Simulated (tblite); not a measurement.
C4H7FN (doublet state).
Z-matrix (Å and degrees, GFN2-xTB geometry), rows numbered from 1:
```
C 
C   1  1.2867
F   2  1.3623  1  122.92
C   2  1.5554  1  127.23  3   179.06
N   4  1.4257  2  114.35  1   -97.54
C   5  1.4470  4  116.51  2   -64.52
H   1  1.0634  2  133.82  3  -179.53
H   4  1.0935  2  106.29  1   142.47
H   4  1.0904  2  108.39  1    24.46
H   5  1.0134  4  112.09  2    65.91
H   6  1.0896  5  108.59  4   -53.39
H   6  1.0889  5  108.66  4  -171.57
H   6  1.0964  5  113.65  4    67.26
```

Computed values, GFN2-xTB/tblite, gas phase, harmonic and unscaled. This tight-binding method is rough: wavenumbers can miss measured ones by several per cent, in bad cases by 10 to 20. One conformer, not necessarily the lowest. Open shells enter through the occupations alone, without spin polarisation, and single modes of such species can be off by tens of per cent.

Harmonic wavenumbers (cm⁻¹): 48.1, 112.2, 187.5, 260.8, 312.3, 409.4, 446.5, 574.1, 699.7, 721.7, 731.8, 795.9, 923.3, 982.6, 1030.1, 1093.5, 1123.8, 1191.7, 1243.4, 1274.9, 1385.0, 1419.5, 1435.6, 1479.9, 1490.6, 1733.8, 2918.3, 2960.0, 2995.1, 3018.2, 3021.1, 3219.6, 3387.0.

A = 5948, B = 2630, C = 2134 MHz; mass 88.056 u (most abundant isotopes); point group C1, symmetry number 1; spin multiplicity 2.

**Question.** What is the zero-point energy?

**Answer.** ½Σν̃ = 22314 cm⁻¹ = 266.93 kJ/mol.

**Question.** Entropy at 298.15 K, 1 bar (ideal gas, RRHO, classical rotation)?

**Answer.** Translation 164.70, rotation 111.58, vibration 72.40, spin (R ln 2) 5.76: S = 354.4 J/(mol K).

**Question.** And Cp and H(298.15 K) − H(0)?

**Answer.** Cp = 112.43 J/(mol K), of which vibrations give 79.17 (their classical limit is 33 R = 274.4); H(298.15 K) − H(0) = 21.45 kJ/mol without the zero-point energy, 11.54 from vibrations.

**Question.** Blend soft modes into free rotors: weight 1/[1 + (100 cm⁻¹/ν̃)⁴] for the oscillator and the rest for a rotor with moment μB/(μ + B), μ = h/(8π²ν), B = 10⁻⁴⁴ kg m². What vibrational entropy results?

**Answer.** 66.44 J/(mol K) in place of 72.40, which changes −T·S at 298.15 K by +1.78 kJ/mol.

**Question.** What must be added to the electronic energy to get the Gibbs energy at 298.15 K and 1 bar?

**Answer.** ZPE + [H(298.15 K) − H(0)] − T·S = 266.93 + 21.45 − 105.68 = 182.70 kJ/mol.

Hindered rotation and anharmonicity are outside this model. Other conformers, if any are populated, would add a mixing term that is left out. The structure is chiral; the term R ln 2 for an equal mix with its mirror image is left out.
